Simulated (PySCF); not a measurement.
# CCl3F: the cost of one run

The runs use PySCF 2.14.0, with density-fitted response routines of our own; the level of theory stands in each step. All values are computed, except where a source is named. Atoms count from 0, in the outputs and in this text.

## Step 1: The molecule as given

5 atoms, charge 0, multiplicity 1; geometry from: GFN2-xTB. The atoms were then displaced at random by about 0.01 Å, so the start is not that level's minimum.

Bonds of the start (Å): F0–C1 1.35, C1–Cl2 1.78, C1–Cl3 1.81, C1–Cl4 1.77.

## Step 2: Geometry optimisation at PBE0-D3(BJ)/def2-TZVP

The job: settings as JSON, then the geometry in Å.

```
{"job": {"xc": "PBE0", "basis": "def2-TZVP", "d3": "d3bj", "grid": 2, "shake": 0.01, "kind": "geom"}, "charge": 0, "multiplicity": 1}
F      0.080710    -0.166600     1.400240
C     -0.001040    -0.010840     0.064570
Cl    -0.478130     1.658240    -0.321300
Cl     1.635980    -0.368360    -0.607400
Cl    -1.203950    -1.146420    -0.574000
```

Run with:

```console
> OMP_NUM_THREADS=2 python probes_run.py task.json out
```

One launch serves the whole session: the jobs run in the order shown.

**Question.** How long does this first job take on 2 threads of Intel Xeon 6975P-C, shared host, and how much memory does it need?

About 17 s, with a peak of 0.71 GiB.
